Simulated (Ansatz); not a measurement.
This script makes a test of scalar relativity of S2 with the Ansatz DFT code, driven from Python.

The script reads `s2.xyz`:
```text
2

S     0.00000    0.00000    0.00000
S     0.00000    0.00000    1.97000
```

`run_x2c.py`:
```python
import warnings

import ansatz as az
import numpy as np


def main() -> None:
    warnings.simplefilter("ignore", az.DeckWarning)

    geometry = az.Crystal.molecule_from_extxyz("s2.xyz")

    setup = geometry.calculation()
    setup = setup.functional("pbe").spin("collinear", total=2)
    setup = setup.forces()
    sets = {"none": "cc-pVTZ", "scalar": "cc-pVTZ-DK"}
    found = {kind: setup.basis(gaussian=basis).pseudopotentials(relativity=kind).run(threads=1, pin="off").report for kind, basis in sets.items()}
    for kind, each in found.items():
        dipole = 4.803205 * np.linalg.norm(each["charge_distribution"]["dipole_moment_e_ang"])
        print(f"{kind:7s} E = {each['free_energy_ev']:.4f} eV  dipole {dipole:.3f} D  largest force component {np.abs(each['forces_ev_ang']).max():.4f} eV/A")
    print(f"relativity lowers the total energy by {found['none']['free_energy_ev'] - found['scalar']['free_energy_ev']:.3f} eV")


if __name__ == "__main__":
    main()
```

What does scalar relativity change in the total energy and in the dipole?

The total moves by -59.4 eV, nearly all in the cores, and the dipole from 0.00 to 0.00 D.

What the script printed:

Output of `python run_x2c.py`:
```text
none    E = -21662.0875 eV  dipole 0.000 D  largest force component 1.2232 eV/A
scalar  E = -21721.5365 eV  dipole 0.000 D  largest force component 1.2086 eV/A
relativity lowers the total energy by 59.449 eV
```

Notes:
- Total energies depend on the basis set; only differences at equal settings carry meaning.
- The geometry is a force-field or estimated start, not a minimum of this method. The basis set changes with the Hamiltonian (a set recontracted for scalar relativity), and most of the change in the total lies in the cores.
- The run takes the species as open-shell (spin multiplicity 3), which needn't be its ground state.
- The spin state was assumed, and another may lie lower.
- Hardware and time: 3 s on 1 thread of Arm Neoverse V1, on a shared host, peak memory 0.19 GiB.
